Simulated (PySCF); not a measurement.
PySCF single point, B3LYP/6-31G*, density fitting, IEF-PCM implicit water (electrostatics alone), on hydrogen sulfide, H2S (SMILES S), charge 0, multiplicity 1.

```python
from pyscf import gto, scf, dft
mol = gto.M(atom='''
S     -0.000003     0.459376    -0.000000
H     -0.957318    -0.459376     0.000000
H      0.957318    -0.459374     0.000000
''', basis='6-31G*', charge=0, spin=0, verbose=3)
mf = dft.RKS(mol, xc='B3LYP')
mf = mf.density_fit()
mf = mf.PCM()
mf.with_solvent.method = 'IEF-PCM'
mf.with_solvent.eps = 78.4
mf.max_cycle = 100
e = mf.kernel()
print('converged', mf.converged)
print('E_total', e)
print('nao', mol.nao)
print('HOMO', mf.mo_energy[mf.mo_occ > 0].max())
mf.dip_moment()
```

Output:

```

WARN: PCM is an experimental feature. It is still in testing.
Features and APIs may be changed in the future.

converged SCF energy = -399.387556294807
converged True
E_total -399.3875562948075
nao 22
HOMO -0.2621252776939673
Dipole moment(X, Y, Z, Debye):  0.00000, -1.82332,  0.00000
```

The total energy is -10867.89 eV, -0.15 eV from the same level's vacuum run.
